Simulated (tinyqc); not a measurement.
Inside a calculation (part 2 of 3). Method: UHF in the sto-6g basis, for LiH, spin multiplicity 1. This run ends on a higher stationary point, not on the lowest solution. Computed by tinyqc, a small Python program that keeps every step (integrals from PySCF). Command: `OMP_NUM_THREADS=1 python tinyqc.py 20666 20667 out.jsonl` (the two numbers bound the seeds that draw the settings). One thread of a shared host (Intel(R) Xeon(R) Processor @ 2.60GHz), about 0.2 s of CPU time with the checks.

Geometry (angstrom):
```
atom         x         y         z
Li    0.000000  0.000000  0.000000
H     0.000000  0.000000  2.971000
```

## Iteration 2: diagonalisation and new density

extrapolated F(alpha) (hartree):
```
            1Li 1s     1Li 2s    1Li 2px    1Li 2py    1Li 2pz      2H 1s
1Li 1s   -2.443548  -0.632780   0.000078   0.000043   0.010781  -0.009787
1Li 2s   -0.632780  -0.147953  -0.014248  -0.007898  -0.020392  -0.106674
1Li 2px   0.000078  -0.014248   0.141930  -0.001778  -0.019193  -0.016071
1Li 2py   0.000043  -0.007898  -0.001778   0.144152  -0.010639  -0.008908
1Li 2pz   0.010781  -0.020392  -0.019193  -0.010639   0.065727  -0.144621
2H 1s    -0.009787  -0.106674  -0.016071  -0.008908  -0.144621  -0.028342
```

extrapolated F(beta) (hartree):
```
            1Li 1s     1Li 2s    1Li 2px    1Li 2py    1Li 2pz      2H 1s
1Li 1s   -2.443548  -0.632780  -0.000078  -0.000043   0.010781  -0.009787
1Li 2s   -0.632780  -0.147953   0.014248   0.007898  -0.020392  -0.106674
1Li 2px  -0.000078   0.014248   0.141930  -0.001778   0.019193   0.016071
1Li 2py  -0.000043   0.007898  -0.001778   0.144152   0.010639   0.008908
1Li 2pz   0.010781  -0.020392   0.019193   0.010639   0.065727  -0.144621
2H 1s    -0.009787  -0.106674   0.016071   0.008908  -0.144621  -0.028342
```

X:
```
            1Li 1s     1Li 2s   1Li 2px   1Li 2py    1Li 2pz      2H 1s
1Li 1s    1.021953  -0.123383  0.000000  0.000000  -0.001818   0.010717
1Li 2s   -0.123383   1.028782  0.000000  0.000000   0.010462  -0.069265
1Li 2px   0.000000   0.000000  1.000000  0.000000   0.000000   0.000000
1Li 2py   0.000000   0.000000  0.000000  1.000000   0.000000   0.000000
1Li 2pz  -0.001818   0.010462  0.000000  0.000000   1.015514  -0.103264
2H 1s     0.010717  -0.069265  0.000000  0.000000  -0.103264   1.022284
```

Diagonalise F' = X^T F X, C = X C', fill 2 alpha and 2 beta electrons from the bottom; D(s) = C_occ C_occ^T. Each column has its largest component positive (the first on a tie).

F' = X^T F X (alpha) (hartree):
```
           1          2          3          4          5          6
1  -2.394667  -0.349240   0.001701   0.000943   0.009537   0.019639
2  -0.349240  -0.018498  -0.013755  -0.007625  -0.000690  -0.108396
3   0.001701  -0.013755   0.141930  -0.001778  -0.017980  -0.013459
4   0.000943  -0.007625  -0.001778   0.144152  -0.009967  -0.007461
5   0.009537  -0.000690  -0.017980  -0.009967   0.097565  -0.155875
6   0.019639  -0.108396  -0.013459  -0.007461  -0.155875   0.016141
```

orbital energies (alpha) (hartree): MO1 -2.444977, MO2 -0.152903, MO3 0.054561, MO4 0.142803, MO5 0.145138, MO6 0.242000

coefficients C (alpha):
```
               MO1        MO2        MO3        MO4        MO5        MO6
1Li 1s    0.993953  -0.112221  -0.223778   0.000171   0.000000  -0.095486
1Li 2s    0.024439   0.427608   0.859608   0.002135   0.000000   0.395153
1Li 2px   0.000070   0.084799  -0.005530   0.866373  -0.484820  -0.084419
1Li 2py   0.000039   0.047006  -0.003065   0.480252   0.874614  -0.046796
1Li 2pz  -0.003964   0.410560  -0.525663   0.031694   0.000000   0.772103
2H 1s    -0.000771   0.680545  -0.165115  -0.139970   0.000000  -0.742054
```

F' = X^T F X (beta) (hartree):
```
           1          2          3          4          5          6
1  -2.394667  -0.349240  -0.001701  -0.000943   0.009537   0.019639
2  -0.349240  -0.018498   0.013755   0.007625  -0.000690  -0.108396
3  -0.001701   0.013755   0.141930  -0.001778   0.017980   0.013459
4  -0.000943   0.007625  -0.001778   0.144152   0.009967   0.007461
5   0.009537  -0.000690   0.017980   0.009967   0.097565  -0.155875
6   0.019639  -0.108396   0.013459   0.007461  -0.155875   0.016141
```

orbital energies (beta) (hartree): MO1 -2.444977, MO2 -0.152903, MO3 0.054561, MO4 0.142803, MO5 0.145138, MO6 0.242000

coefficients C (beta):
```
               MO1        MO2        MO3        MO4        MO5        MO6
1Li 1s    0.993953  -0.112221  -0.223778  -0.000171   0.000000  -0.095486
1Li 2s    0.024439   0.427608   0.859608  -0.002135   0.000000   0.395153
1Li 2px  -0.000070  -0.084799   0.005530   0.866373  -0.484820   0.084419
1Li 2py  -0.000039  -0.047006   0.003065   0.480252   0.874614   0.046796
1Li 2pz  -0.003964   0.410560  -0.525663  -0.031694   0.000000   0.772103
2H 1s    -0.000771   0.680545  -0.165115   0.139970   0.000000  -0.742054
```

D(alpha) after iteration 2:
```
            1Li 1s     1Li 2s    1Li 2px    1Li 2py    1Li 2pz      2H 1s
1Li 1s    1.000536  -0.023695  -0.009446  -0.005236  -0.050013  -0.077139
1Li 2s   -0.023695   0.183446   0.036262   0.020101   0.175462   0.290988
1Li 2px  -0.009446   0.036262   0.007191   0.003986   0.034815   0.057709
1Li 2py  -0.005236   0.020101   0.003986   0.002210   0.019299   0.031990
1Li 2pz  -0.050013   0.175462   0.034815   0.019299   0.168575   0.279408
2H 1s    -0.077139   0.290988   0.057709   0.031990   0.279408   0.463143
```

D(beta) after iteration 2:
```
            1Li 1s     1Li 2s    1Li 2px    1Li 2py    1Li 2pz      2H 1s
1Li 1s    1.000536  -0.023695   0.009446   0.005236  -0.050013  -0.077139
1Li 2s   -0.023695   0.183446  -0.036262  -0.020101   0.175462   0.290988
1Li 2px   0.009446  -0.036262   0.007191   0.003986  -0.034815  -0.057709
1Li 2py   0.005236  -0.020101   0.003986   0.002210  -0.019299  -0.031990
1Li 2pz  -0.050013   0.175462  -0.034815  -0.019299   0.168575   0.279408
2H 1s    -0.077139   0.290988  -0.057709  -0.031990   0.279408   0.463143
```

## Iteration 3: building the Fock matrix

core Hamiltonian H = T + V (hartree):
```
            1Li 1s     1Li 2s    1Li 2px    1Li 2py    1Li 2pz      2H 1s
1Li 1s   -4.628516  -0.981074   0.000000   0.000000  -0.004937  -0.013579
1Li 2s   -0.981074  -1.270337   0.000000   0.000000  -0.054925  -0.170011
1Li 2px   0.000000   0.000000  -1.044967   0.000000   0.000000   0.000000
1Li 2py   0.000000   0.000000   0.000000  -1.044967   0.000000   0.000000
1Li 2pz  -0.004937  -0.054925   0.000000   0.000000  -1.080462  -0.254109
2H 1s    -0.013579  -0.170011   0.000000   0.000000  -0.254109  -1.005378
```

Two-electron integrals (ij|kl) in chemists' order, unique and non-zero (hartree):
```
(11|11) 1.681247   (21|11) 0.242603   (21|21) 0.044507   (22|11) 0.397190
(22|21) 0.090279   (22|22) 0.290625   (31|31) 0.009437   (32|31) 0.014261
(32|32) 0.064236   (33|11) 0.397190   (33|21) 0.090279   (33|22) 0.290625
(33|33) 0.313125   (41|41) 0.009437   (42|41) 0.014261   (42|42) 0.064236
(43|43) 0.016875   (44|11) 0.397190   (44|21) 0.090279   (44|22) 0.290625
(44|33) 0.279374   (44|44) 0.313125   (51|51) 0.009437   (52|51) 0.014261
(52|52) 0.064236   (53|53) 0.016875   (54|54) 0.016875   (55|11) 0.397190
(55|21) 0.090279   (55|22) 0.290625   (55|33) 0.279374   (55|44) 0.279374
(55|55) 0.313125   (61|11) 0.003156   (61|21) 0.000574   (61|22) 0.001207
(61|33) 0.001189   (61|44) 0.001189   (61|51) 0.000077   (61|52) 0.000169
(61|55) 0.001242   (61|61) 0.000008   (62|11) 0.029743   (62|21) 0.006970
(62|22) 0.027377   (62|33) 0.025819   (62|44) 0.025819   (62|51) 0.000965
(62|52) 0.008342   (62|55) 0.030492   (62|61) 0.000112   (62|62) 0.007054
(63|31) 0.000272   (63|32) 0.001768   (63|53) 0.000857   (63|63) 0.000235
(64|41) 0.000272   (64|42) 0.001768   (64|54) 0.000857   (64|64) 0.000235
(65|11) 0.043986   (65|21) 0.010340   (65|22) 0.041251   (65|33) 0.038665
(65|44) 0.038665   (65|51) 0.001516   (65|52) 0.013193   (65|55) 0.046423
(65|61) 0.000168   (65|62) 0.011239   (65|65) 0.017949   (66|11) 0.178112
(66|21) 0.041987   (66|22) 0.176102   (66|33) 0.164936   (66|44) 0.164936
(66|51) 0.004935   (66|52) 0.053719   (66|55) 0.198432   (66|61) 0.000667
(66|62) 0.064573   (66|65) 0.104691   (66|66) 0.774999
```

nuclear repulsion = 0.53434252 hartree

J_ij = sum D_kl (ij|kl) with D = D(alpha) + D(beta), K_ij = sum D_kl (ik|jl) for each spin; F = H + J - K(s); E = tr D H + tr D J / 2 - 0.5 sum_s tr D(s) K(s) + E_nn.

Coulomb J (hartree):
```
           1Li 1s    1Li 2s   1Li 2px   1Li 2py   1Li 2pz     2H 1s
1Li 1s   3.876195  0.604889  0.000000  0.000000  0.015486  0.008181
1Li 2s   0.604889  1.237042  0.000000  0.000000  0.116392  0.165879
1Li 2px  0.000000  0.000000  1.218484  0.000269  0.000000  0.000000
1Li 2py  0.000000  0.000000  0.000269  1.218148  0.000000  0.000000
1Li 2pz  0.015486  0.116392  0.000000  0.000000  1.274497  0.257573
2H 1s    0.008181  0.165879  0.000000  0.000000  0.257573  1.433594
```

exchange K(alpha) (hartree):
```
            1Li 1s    1Li 2s   1Li 2px   1Li 2py    1Li 2pz     2H 1s
1Li 1s    1.680389  0.251775  0.000034  0.000019  -0.001486  0.004001
1Li 2s    0.251775  0.127785  0.013473  0.007468   0.088006  0.113925
1Li 2px   0.000034  0.013473  0.027259  0.001181   0.012595  0.011895
1Li 2py   0.000019  0.007468  0.001181  0.025783   0.006982  0.006593
1Li 2pz  -0.001486  0.088006  0.012595  0.006982   0.115193  0.144395
2H 1s     0.004001  0.113925  0.011895  0.006593   0.144395  0.463167
```

exchange K(beta) (hartree):
```
            1Li 1s     1Li 2s    1Li 2px    1Li 2py    1Li 2pz      2H 1s
1Li 1s    1.680389   0.251775  -0.000034  -0.000019  -0.001486   0.004001
1Li 2s    0.251775   0.127785  -0.013473  -0.007468   0.088006   0.113925
1Li 2px  -0.000034  -0.013473   0.027259   0.001181  -0.012595  -0.011895
1Li 2py  -0.000019  -0.007468   0.001181   0.025783  -0.006982  -0.006593
1Li 2pz  -0.001486   0.088006  -0.012595  -0.006982   0.115193   0.144395
2H 1s     0.004001   0.113925  -0.011895  -0.006593   0.144395   0.463167
```

F(alpha) (hartree):
```
            1Li 1s     1Li 2s    1Li 2px    1Li 2py    1Li 2pz      2H 1s
1Li 1s   -2.432710  -0.627960  -0.000034  -0.000019   0.012035  -0.009399
1Li 2s   -0.627960  -0.161080  -0.013473  -0.007468  -0.026539  -0.118057
1Li 2px  -0.000034  -0.013473   0.146258  -0.000912  -0.012595  -0.011895
1Li 2py  -0.000019  -0.007468  -0.000912   0.147398  -0.006982  -0.006593
1Li 2pz   0.012035  -0.026539  -0.012595  -0.006982   0.078843  -0.140932
2H 1s    -0.009399  -0.118057  -0.011895  -0.006593  -0.140932  -0.034951
```

F(beta) (hartree):
```
            1Li 1s     1Li 2s    1Li 2px    1Li 2py    1Li 2pz      2H 1s
1Li 1s   -2.432710  -0.627960   0.000034   0.000019   0.012035  -0.009399
1Li 2s   -0.627960  -0.161080   0.013473   0.007468  -0.026539  -0.118057
1Li 2px   0.000034   0.013473   0.146258  -0.000912   0.012595   0.011895
1Li 2py   0.000019   0.007468  -0.000912   0.147398   0.006982   0.006593
1Li 2pz   0.012035  -0.026539   0.012595   0.006982   0.078843  -0.140932
2H 1s    -0.009399  -0.118057   0.011895   0.006593  -0.140932  -0.034951
```

total energy of this density = -7.79449626 hartree

## Iteration 3: DIIS over 3 matrices

error matrix X^T (FDS - SDF) X (alpha):
```
           1          2          3          4          5          6
1   0.000000  -0.001155   0.000815   0.000452   0.000999   0.002405
2   0.001155   0.000000  -0.004234  -0.002347  -0.010943  -0.009022
3  -0.000815   0.004234   0.000000   0.000000   0.002441   0.005295
4  -0.000452   0.002347   0.000000   0.000000   0.001353   0.002935
5  -0.000999   0.010943  -0.002441  -0.001353   0.000000   0.008224
6  -0.002405   0.009022  -0.005295  -0.002935  -0.008224   0.000000
```

B (overlaps of the stored error matrices):
```
                1               2              3
1   3.2283354e-02  -3.4307945e-03  3.8612734e-03
2  -3.4307945e-03   4.9057703e-03  1.4700477e-03
3   3.8612734e-03   1.4700477e-03  1.3825329e-03
```

Minimise |sum c_i e_i|^2 with sum c_i = 1: solve [B -1; -1 0][c; lambda] = [0; -1] with B_ij = tr e_i^T e_j summed over both spins, and take F = sum c_i F_i.

DIIS coefficients: -0.276039  -0.634538  1.910577

extrapolated F(alpha) (hartree):
```
            1Li 1s     1Li 2s    1Li 2px    1Li 2py    1Li 2pz      2H 1s
1Li 1s   -2.431979  -0.625031  -0.000169  -0.000094   0.013192  -0.009046
1Li 2s   -0.625031  -0.177109  -0.011995  -0.006649  -0.029664  -0.128866
1Li 2px  -0.000169  -0.011995   0.145999   0.000139  -0.004535  -0.007359
1Li 2py  -0.000094  -0.006649   0.000139   0.145825  -0.002514  -0.004080
1Li 2pz   0.013192  -0.029664  -0.004535  -0.002514   0.092080  -0.135934
2H 1s    -0.009046  -0.128866  -0.007359  -0.004080  -0.135934  -0.033200
```

extrapolated F(beta) (hartree):
```
            1Li 1s     1Li 2s   1Li 2px   1Li 2py    1Li 2pz      2H 1s
1Li 1s   -2.431979  -0.625031  0.000169  0.000094   0.013192  -0.009046
1Li 2s   -0.625031  -0.177109  0.011995  0.006649  -0.029664  -0.128866
1Li 2px   0.000169   0.011995  0.145999  0.000139   0.004535   0.007359
1Li 2py   0.000094   0.006649  0.000139  0.145825   0.002514   0.004080
1Li 2pz   0.013192  -0.029664  0.004535  0.002514   0.092080  -0.135934
2H 1s    -0.009046  -0.128866  0.007359  0.004080  -0.135934  -0.033200
```

## Iteration 3: diagonalisation and new density

As before.

F' = X^T F X (alpha) (hartree):
```
           1          2          3          4          5          6
1  -2.384922  -0.339159   0.001237   0.000686   0.012992   0.022101
2  -0.339159  -0.048211  -0.011857  -0.006573  -0.009008  -0.128228
3   0.001237  -0.011857   0.145999   0.000139  -0.003970  -0.006226
4   0.000686  -0.006573   0.000139   0.145825  -0.002201  -0.003451
5   0.012992  -0.009008  -0.003970  -0.002201   0.122707  -0.148701
6   0.022101  -0.128228  -0.006226  -0.003451  -0.148701   0.012383
```

orbital energies (alpha) (hartree): MO1 -2.433214, MO2 -0.171406, MO3 0.058863, MO4 0.145748, MO5 0.147038, MO6 0.246753

coefficients C (alpha):
```
               MO1        MO2        MO3        MO4        MO5        MO6
1Li 1s    0.994410  -0.142638  -0.207305   0.000000   0.017296  -0.085198
1Li 2s    0.022647   0.549288   0.801377   0.000000  -0.066582   0.360075
1Li 2px   0.000160   0.040512   0.056002  -0.484820   0.871511  -0.025294
1Li 2py   0.000089   0.022457   0.031043   0.874614   0.483100  -0.014021
1Li 2pz  -0.004853   0.323504  -0.542061   0.000000   0.043043   0.801052
2H 1s    -0.000548   0.656369  -0.303715   0.000000  -0.032254  -0.732487
```

F' = X^T F X (beta) (hartree):
```
           1          2          3          4          5          6
1  -2.384922  -0.339159  -0.001237  -0.000686   0.012992   0.022101
2  -0.339159  -0.048211   0.011857   0.006573  -0.009008  -0.128228
3  -0.001237   0.011857   0.145999   0.000139   0.003970   0.006226
4  -0.000686   0.006573   0.000139   0.145825   0.002201   0.003451
5   0.012992  -0.009008   0.003970   0.002201   0.122707  -0.148701
6   0.022101  -0.128228   0.006226   0.003451  -0.148701   0.012383
```

orbital energies (beta) (hartree): MO1 -2.433214, MO2 -0.171406, MO3 0.058863, MO4 0.145748, MO5 0.147038, MO6 0.246753

coefficients C (beta):
```
               MO1        MO2        MO3        MO4        MO5        MO6
1Li 1s    0.994410  -0.142638  -0.207305   0.000000  -0.017296  -0.085198
1Li 2s    0.022647   0.549288   0.801377   0.000000   0.066582   0.360075
1Li 2px  -0.000160  -0.040512  -0.056002  -0.484820   0.871511   0.025294
1Li 2py  -0.000089  -0.022457  -0.031043   0.874614   0.483100   0.014021
1Li 2pz  -0.004853   0.323504  -0.542061   0.000000  -0.043043   0.801052
2H 1s    -0.000548   0.656369  -0.303715   0.000000   0.032254  -0.732487
```

D(alpha) after iteration 3:
```
            1Li 1s     1Li 2s    1Li 2px    1Li 2py    1Li 2pz      2H 1s
1Li 1s    1.009197  -0.055829  -0.005619  -0.003115  -0.050970  -0.094168
1Li 2s   -0.055829   0.302230   0.022257   0.012337   0.177587   0.360523
1Li 2px  -0.005619   0.022257   0.001641   0.000910   0.013105   0.026591
1Li 2py  -0.003115   0.012337   0.000910   0.000504   0.007265   0.014740
1Li 2pz  -0.050970   0.177587   0.013105   0.007265   0.104678   0.212341
2H 1s    -0.094168   0.360523   0.026591   0.014740   0.212341   0.430820
```

D(beta) after iteration 3:
```
            1Li 1s     1Li 2s    1Li 2px    1Li 2py    1Li 2pz      2H 1s
1Li 1s    1.009197  -0.055829   0.005619   0.003115  -0.050970  -0.094168
1Li 2s   -0.055829   0.302230  -0.022257  -0.012337   0.177587   0.360523
1Li 2px   0.005619  -0.022257   0.001641   0.000910  -0.013105  -0.026591
1Li 2py   0.003115  -0.012337   0.000910   0.000504  -0.007265  -0.014740
1Li 2pz  -0.050970   0.177587  -0.013105  -0.007265   0.104678   0.212341
2H 1s    -0.094168   0.360523  -0.026591  -0.014740   0.212341   0.430820
```
